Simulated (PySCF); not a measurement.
## Electronic absorption of CH6BP

Compound: CH6BP.
SMILES with atom numbers: `[CH3:1][BH:2][PH2:3]` (hydrogens: H4, H5, H6 on C1; H7 on B2; H8, H9 on P3)

The calculation used TDDFT PBE0/def2-SVPD, vertical, gas phase, core orbitals frozen in the response (PySCF). Isolated species at its PBE0-D3(BJ)/def2-SVP geometry (one conformer only). Torsions of this conformer, `[CH3:1][BH:2][PH2:3]`: H–P3–B2–C1 -143°, H–P3–B2–C1 -40°.

```json
{"state": "S1", "E (eV)": "4.97", "E (kJ/mol)": "479", "λ (nm)": "249.5", "f": "0.090", "|μ| (D)": "2.18", "main configurations (H = HOMO, L = LUMO)": "H→L (91%)"}
{"state": "S2", "E (eV)": "6.16", "E (kJ/mol)": "594", "λ (nm)": "201.3", "f": "0.027", "|μ| (D)": "1.07", "main configurations (H = HOMO, L = LUMO)": "H-1→L (76%), H-2→L (19%)"}
{"state": "S3", "E (eV)": "6.47", "E (kJ/mol)": "624", "λ (nm)": "191.6", "f": "0.044", "|μ| (D)": "1.34", "main configurations (H = HOMO, L = LUMO)": "H→L+1 (84%)"}
{"state": "S4", "E (eV)": "6.47", "E (kJ/mol)": "625", "λ (nm)": "191.5", "f": "0.040", "|μ| (D)": "1.28", "main configurations (H = HOMO, L = LUMO)": "H-2→L (70%), H-1→L (15%), H→L+1 (10%)"}
{"state": "S5", "E (eV)": "6.82", "E (kJ/mol)": "658", "λ (nm)": "181.7", "f": "0.054", "|μ| (D)": "1.44", "main configurations (H = HOMO, L = LUMO)": "H→L+2 (94%)"}
{"state": "S6", "E (eV)": "7.67", "E (kJ/mol)": "740", "λ (nm)": "161.8", "f": "0.018", "|μ| (D)": "0.79", "main configurations (H = HOMO, L = LUMO)": "H→L+3 (83%), H→L+5 (10%)"}
{"state": "S7", "E (eV)": "7.74", "E (kJ/mol)": "747", "λ (nm)": "160.2", "f": "0.175", "|μ| (D)": "2.44", "main configurations (H = HOMO, L = LUMO)": "H→L+4 (60%), H→L+5 (29%)"}
{"state": "S8", "E (eV)": "8.02", "E (kJ/mol)": "773", "λ (nm)": "154.7", "f": "0.012", "|μ| (D)": "0.63", "main configurations (H = HOMO, L = LUMO)": "H→L+5 (55%), H→L+4 (36%)"}
{"state": "S9", "E (eV)": "8.25", "E (kJ/mol)": "796", "λ (nm)": "150.3", "f": "0.0032", "|μ| (D)": "0.32", "main configurations (H = HOMO, L = LUMO)": "H-3→L (76%), H-1→L+1 (19%)"}
{"state": "S10", "E (eV)": "8.32", "E (kJ/mol)": "803", "λ (nm)": "149.0", "f": "0.019", "|μ| (D)": "0.78", "main configurations (H = HOMO, L = LUMO)": "H-1→L+1 (77%), H-3→L (19%)"}
```

Triplets (Tamm–Dancoff): T1 3.69 eV, H→L (98%); T2 5.45 eV, H-1→L (92%); T3 5.80 eV, H-2→L (90%); T4 5.81 eV, H→L+2 (54%), H→L+1 (32%), H→L+3 (8%).

The lowest singlet lies at 4.97 eV (250 nm, ultraviolet) and is of moderate strength; its leading configuration is HOMO→LUMO (91%). The strongest level in the table is S7 at 7.74 eV (160 nm, f = 0.175). S3/S4 lie within about 0.01 eV of each other. Löwdin shares by element: HOMO phosphorus 62%, boron 18%, hydrogen 12% or more; LUMO boron 46%, phosphorus 22%, carbon 12%, hydrogen 8% or more. The listed states span 3.35 eV, and the widest gap between neighbours is 1.19 eV (S1 to S2). The oscillator strengths of these states sum to 0.482; summed over the whole spectrum of an exact calculation they would give the number of electrons, 32 (Thomas–Reiche–Kuhn). Weighted by f, the mean energy of these states is 6.84 eV. The vertical ionisation energy (ΔSCF) is 9.44 eV, 1.12 eV above S10. Orbitals of the list HOMO-3 to LUMO+2 that lie within 0.01 eV of each other are written together with a slash and their weights summed (≥ marks a lower bound); for degenerate orbitals outside that list single weights are arbitrary. Singlets were solved by full linear response, triplets in the Tamm–Dancoff approximation.
